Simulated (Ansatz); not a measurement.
Rutile TiO2: PBE at its full settings (plane-wave cutoff 520 eV, 8×8×12 k mesh (along the axes of the cell as run), Fermi–Dirac smearing 0.01 eV, no spin polarisation, scalar-relativistic PAW data made under PBE) and at cheaper ones, in a cell of 6 atoms with Γ-centred meshes.

```tsv
level and setting	equilibrium lattice constant a (Å)	lattice parameter c (Å)	bulk modulus B0 (GPa)
PBE (Ansatz)	4.644	2.964	202
PBE (300 eV cutoff) (Ansatz)	4.633	2.956	186
PBE (Γ point alone) (Ansatz)	5.034	2.972	64.7
PBE (2×2×2 k mesh) (Ansatz)	4.637	2.980	208
PBE (4×4×4 k mesh) (Ansatz)	4.641	2.967	202
PBE (4×4×4 k mesh and 300 eV cutoff) (Ansatz)	4.636	2.955	193
PBE (6×6×6 k mesh) (Ansatz)	4.643	2.964	202
PBE (Fermi-Dirac smearing of 0.3 eV) (Ansatz)	4.644	2.965	201
```

Largest shifts from the full settings: lattice constant a +8.40 % (PBE (Γ point alone)), against a difference of +1.24 % of the full result from the reference 4.587 Å (measured, 15 K, zero-point motion not removed; as tabulated in Burdett, Hughbanks, Miller, Richardson, Smith, powder neutron diffraction …); lattice parameter c +0.54 % (PBE (2×2×2 k mesh)), against a difference of +0.34 % of the full result from the reference 2.954 Å (measured, 15 K, zero-point motion not removed; as tabulated in Burdett, Hughbanks, Miller, Richardson, Smith, powder neutron diffraction …); bulk modulus -68 % (PBE (Γ point alone)), against a difference of -4.7 % of the full result from the reference 212 ± 1 GPa (measured, room temperature, not corrected to a static lattice, adiabatic, from measured elastic constants, our sources range from 210 to 239; as tabulated in Elasticity of TiO2 rutile to 1800 K).

The full settings aren't shown to be converged themselves.

Ansatz's density-functional and Hartree–Fock values are scalar-relativistic unless marked +SOC, with PAW data made under PBE.

Run with cheap settings on purpose, which may leave them unconverged: PBE (2×2×2 k mesh), PBE (300 eV cutoff), PBE (4×4×4 k mesh and 300 eV cutoff), PBE (4×4×4 k mesh), PBE (6×6×6 k mesh), PBE (Fermi-Dirac smearing of 0.3 eV), PBE (Γ point alone).

Ansatz is a program for electronic structure.
